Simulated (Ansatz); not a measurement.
The parent structure is TiS₂ in the CdI2 type structure (space group P-3m1, No. 164; a = 3.360 Å, c = 5.523 Å; layered, stacked along the Cartesian z axis).

The values are results of plane-wave PAW DFT at the PBE-D3(BJ) level (Ansatz, a quantum-chemistry and plane-wave program, 420 eV), no spin-orbit coupling, earlier PAW set, not measurements.

Modification: full substitution S → Se, then cell and atoms are relaxed.

Measured lattice parameter a: TiS2 3.4073 Å (temperature not stated; as listed in R.R. Chianelli, J.C. Scanlon, A.H. Thompson, Materials Research Bulletin (1975)); TiSe2 3.536 Å (temperature not stated; as listed in Torbjörn Björkman, The Journal of Chemical Physics (2014)).

Task: How well does PBE-D3(BJ) reproduce the measured shift?

Result: With PBE-D3(BJ) the lattice parameter a moves by +0.120 Å (3.360 → 3.481) against +0.129 Å measured.

Whether these cells are dynamically stable was not tested. The final runs are not spin-polarised.
